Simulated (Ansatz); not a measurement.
Double-hcp Pr was calculated with LDA in Ansatz (plane waves, PAW).

Settings: plane-wave cutoff 500 eV, 24×24×6 k mesh (along the axes of the cell as run), Fermi–Dirac smearing 0.1 eV, spin-polarised with parallel moments, scalar-relativistic PAW data made under PBE.

Computed at the level's own relaxed cell.

Question: Estimate the equilibrium volume per atom, equilibrium lattice constant a and c axis length that the calculation returns.

Answer: 
* **equilibrium volume per atom**: 21.80 Å³/atom
* **equilibrium lattice constant a**: 3.105 Å
* **c axis length**: 10.445 Å

The run finds no gap.

Note: the magnetic order was assumed, not searched for or taken from measurement; the 4f shell is treated without U or exact exchange, so its levels and filling can be wrong; the volume lies 37 % below that of the published cell.

Spin–orbit coupling is not included.

Computing time: around 30 core-minutes (rough).

Ansatz is a quantum-chemistry and plane-wave program.
